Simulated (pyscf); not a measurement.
HO–SiH=PH (SMILES O[SiH]=P) + H₂ (SMILES [H][H]) -> :HSi–PH₂ (SMILES [SiH]P) [singlet] + H₂O (SMILES O) (concerted two-bond exchange; singlet surface; O–Si, H–H broken, H–P, H–O formed). Single points on ωB97X-D3(BJ)/def2-SVP structures (PySCF, gas phase). Energies in kcal/mol from the separated reactants.

```
level                   barrier  reaction energy
----------------------  -------  ---------------
ωB97X-D3(BJ)/def2-TZVP     55.9            +32.3
PBE/def2-TZVP              44.3            +30.8
r²SCAN/def2-TZVP              ?            +35.4
B3LYP-D3(BJ)/def2-TZVP     50.2            +31.3
PBE0-D3(BJ)/def2-TZVP      49.5            +30.6
M06-2X/def2-TZVP              ?                ?
```

Question: What belongs in the gaps?

Answer: 
- r²SCAN/def2-TZVP, barrier: 50.1
- M06-2X/def2-TZVP, barrier: 55.6
- M06-2X/def2-TZVP, reaction energy: +33.0

The functionals in the table span 11.5 kcal/mol in this barrier, from PBE to ωB97X-D3(BJ)/def2-TZVP. On the product side the descent ends in an adduct with a O–Si contact, 15.2 kcal/mol under the separated species and 38.8 kcal/mol under the saddle at ωB97X-D3(BJ)/def2-TZVP. What is counted as broken (O–Si) persists as a longer contact in the product adduct; parting that adduct is a step of its own. :HSi–PH₂ [singlet] lies 11.4 kcal/mol over its isomer H₂Si=PH (electronic energy, ωB97M-D3(BJ)/def2-TZVP). This is the saddle that the search found; another between the same sides may lie lower.
